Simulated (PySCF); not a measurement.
# Cl2H2Si: the cost of one run

Program: PySCF 2.14.0. Level of theory: levels as typed in each script, gas phase, geometry from GFN2-xTB. These are calculated values, not measurements.

## (1) The system as given

SMILES `Cl[SiH2]Cl`, 5 atoms, charge 0, spin multiplicity 1.

Bond lengths: Cl1–Si2 2.009 Å, Si2–Cl3 2.009 Å, Si2–H4 1.455 Å, Si2–H5 1.455 Å. Angles: Cl1–Si2–Cl3 109.6°, Cl1–Si2–H4 108.7°, Cl1–Si2–H5 108.7°, Cl3–Si2–H4 108.7°, Cl3–Si2–H5 108.7°, H4–Si2–H5 112.5°.

As a file:

```mol
Cl2H2Si
  3D, bonds by distance, orders not assigned

  5  4  0  0  0  0  0  0  0  0999 V2000
   -1.6423   -0.4029   -0.0000 Cl  0  0
    0.0000    0.7550    0.0000 Si  0  0
    1.6423   -0.4029    0.0000 Cl  0  0
   -0.0002    1.5638    1.2093 H   0  0
    0.0002    1.5638   -1.2093 H   0  0
  1  2  8  0
  2  3  8  0
  2  4  8  0
  2  5  8  0
M  END
```

## (2) Density, bond paths and surface potential (B3LYP/def2-svpd)

File input.py:

```python
import numpy as np
from pyscf import gto, scf, dft
from pyscf.scf import atom_ks, atom_hf
from scipy.linalg import block_diag

def solve(mol, dm0=None, hcore=None):
    mf = (dft.UKS if mol.spin else dft.RKS)(mol, xc='b3lyp')
    mf.grids.level = 3
    mf = mf.density_fit(auxbasis='def2-universal-jkfit')
    mf.conv_tol, mf.max_cycle = 1e-8, 80
    if hcore is not None:
        mf.get_hcore = lambda *args: hcore
    mf.kernel(dm0)
    if not mf.converged:
        mf = mf.newton().run(mf.mo_coeff, mf.mo_occ, max_cycle=30)
    assert mf.converged, 'SCF not converged'
    return mf

mol = gto.M(atom='''
Cl    -1.64227    -0.40288    -0.00001
Si     0.00001     0.75504     0.00000
Cl     1.64226    -0.40289     0.00001
H     -0.00023     1.56377     1.20929
H      0.00022     1.56377    -1.20928
''', basis='def2-svpd', charge=0, spin=0, verbose=4)
mf = solve(mol)
mf.analyze()
# spherically averaged free atoms, for the promolecule
atm = atom_ks.get_atm_nrks(mol, xc='b3lyp')
pro = block_diag(*[(atm[a[0]][2] * atm[a[0]][3]) @ atm[a[0]][2].T for a in mol._atom])
np.savez('result.npz', e=mf.e_tot, c=mf.mo_coeff, occ=mf.mo_occ, eps=mf.mo_energy, pro=pro, dip=mf.dip_moment(verbose=0), s2=mf.spin_square()[0])
```

Started as:

```sh
> OMP_NUM_THREADS=1 python input.py
```

**Question.** How long does this run take on 1 thread of Intel Xeon Platinum 8259CL at 2.50GHz (Skylake/Cascade Lake), shared host, and how much memory does it need?

About 7.9 s, with a peak of 0.37 GiB.
